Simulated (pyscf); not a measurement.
Single points on ωB97X-D3(BJ)/def2-SVP structures (PySCF, gas phase).

### Question
PBE/def2-TZVP puts the barrier of H₂ (SMILES [H][H]) + H₂C=C=CH₂ (SMILES C=C=C) → HC≡C–CH₃ (SMILES C#CC) + H₂ (SMILES [H][H]) (concerted two-bond exchange; singlet surface; H–H, C–H broken, C–H, H–H formed) at 167.5 kJ/mol and the reaction energy at +13.3 kJ/mol, from the separated reactants. What do r²SCAN/def2-TZVP, PBE0-D3(BJ)/def2-TZVP, ωB97M-D3(BJ)/def2-TZVP give on the same structures?

### Answer
r²SCAN: ΔE‡ = 176.3 kJ/mol, ΔE = +10.6 kJ/mol; PBE0-D3(BJ): ΔE‡ = 184.6 kJ/mol, ΔE = +7.5 kJ/mol; ωB97M-D3(BJ): ΔE‡ = 208.1 kJ/mol, ΔE = +1.3 kJ/mol. PBE's barrier lies under all of them, by 8.8 to 40.7 kJ/mol. Its reaction energy lies over all of them, by 2.7 to 12.0 kJ/mol. Low barriers are usual for a GGA, whose delocalisation error favours stretched bonds. This is the saddle that the search found; another between the same sides may lie lower.
